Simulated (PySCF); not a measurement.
Static response to an electric field

Compound: C₅H₆.
Atom-mapped SMILES: `[CH2:1]=[CH:2][C:3]#[C:4][CH3:5]` (hydrogens: H6, H7 on C1; H8 on C2; H9, H10, H11 on C5)

Geometry (GFN2-xTB, Å), atoms numbered from 1 in this order:
```xyz
11
C5H6 angstrom
C     -2.4929    0.2902   -0.1892
C     -1.4943   -0.5123   -0.5395
C     -0.1468   -0.2789   -0.1928
C      1.0069   -0.0908    0.0925
C      2.3914    0.1388    0.4369
H     -2.3231    1.1796    0.3946
H     -3.5101    0.0828   -0.4740
H     -1.6748   -1.4055   -1.1265
H      2.4576    0.7120    1.3617
H      2.9084   -0.8117    0.5697
H      2.8831    0.6983   -0.3594
```

Level: CAM-B3LYP/def2-SVPD (PySCF), static field, nuclei fixed, core orbitals frozen in the response. The polarisability tensor in these axes (au):

```
x   99.03 -2.62  6.74
y   -2.62 47.55  3.70
z    6.74  3.70 44.30
```

Problem. Give the principal values, the mean and the anisotropy Δα = √{½[(α1 − α2)² + (α2 − α3)² + (α1 − α3)²]}.

Solution. Principal values 41.02, 49.93 and 99.94 au; mean 63.63 au = 9.43 Å³ = 10.49 × 10⁻⁴⁰ C²·m²/J; Δα = 55.01 au (86 % of the mean).

Problem. What is the dipole moment, and where does it point?

Solution. (0.59, 0.12, 0.15) D, 0.62 D in size, pointing from the negative to the positive side. Measured along this direction, the outermost atoms are H7 at the negative end and H9, H11 and H10 at the positive end.

Problem. Give the eigenvalues of the traceless quadrupole moment Θ = ½Σq(3rr − r²1), origin at the centre of nuclear charge.

Solution. -5.91, -1.28, 7.19 D·Å. The values depend on the origin, since the dipole doesn't vanish. The electronic extent ⟨r²⟩ about the same centre is 596 bohr², a root-mean-square distance of 2.15 Å for the 36 electrons.

Problem. Find the Langevin capture rate constant for NH4+ (18.034 u) meeting this molecule (66.047 u), k = 2.342 × 10⁻⁹ cm³/s × √(α in Å³ / reduced mass in u).

Solution. The reduced mass is 14.17 u, so k = 1.91 × 10⁻⁹ cm³/s. The formula leaves out the permanent dipole, which adds to the capture rate.

Problem. Rayleigh depolarisation ratio (linearly polarised light, static tensor)?

Solution. ρ = 3Δα²/(45ᾱ² + 4Δα²) = 9079.0/(182180 + 12105.4) = 0.0467.

Geometry: GFN2-xTB; no solvent, vibrations or thermal averaging.

These values come from a run that also computed excited states. Hardware: x86-64 server, one thread (shared host). Cost: 11 s.
